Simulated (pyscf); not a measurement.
Thermochemistry of product channels of F–CH₂–F + F atom (F•) on the doublet surface, in kcal/mol, from ωB97M-D3(BJ)/def2-TZVP energies (ideal gas, 1 atm, RRHO with modes under 100 cm⁻¹ raised to 100, one conformer, R ln 2 for rigid chiral ones). PySCF, gas phase, ωB97X-D3(BJ)/def2-SVP geometries.

```csv
products,ΔE,ΔH(298 K),ΔG(900 K),ΔG(1200 K)
hydrogen fluoride (HF) + F–CH•–F,-29.7,-31.8,-39.1,?
trifluoromethyl (F–C•(F)–F) + hydrogen (H₂),-16.8,-22.7,-23.4,-24.1
```

### Question
Some entries are withheld; supply them.

### Answer

- hydrogen fluoride (HF) + F–CH•–F, ΔG(1200 K): -41.6

These are energies of the channels, which say nothing of barriers. Left out: orbital degeneracy and the spin-orbit lowering of F.
